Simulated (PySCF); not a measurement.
HO, charge -1, multiplicity 1.

```xyz
2

O      0.0000     0.0000    -0.1075
H      0.0000     0.0000     0.8598
```
Charge -1, spin multiplicity 1.

Geometry: r2SCAN-D4/def2-TZVPD. The spin state was assumed, not searched.

Method: PySCF with PBE/pcSseg-2. Non-relativistic, no solvent.

**Question.** Give the absolute GIAO shielding of each atom: isotropic value and principal components (ppm). (Estimate from the structure and the level; the computed values follow.)

**Answer.** 
```
atom  σ(iso)    σ11    σ22    σ33  span
----  ------  -----  -----  -----  ----
O1     364.7  341.0  341.0  412.1  71.1
H2      37.3   31.4   31.4   49.2  17.8
```
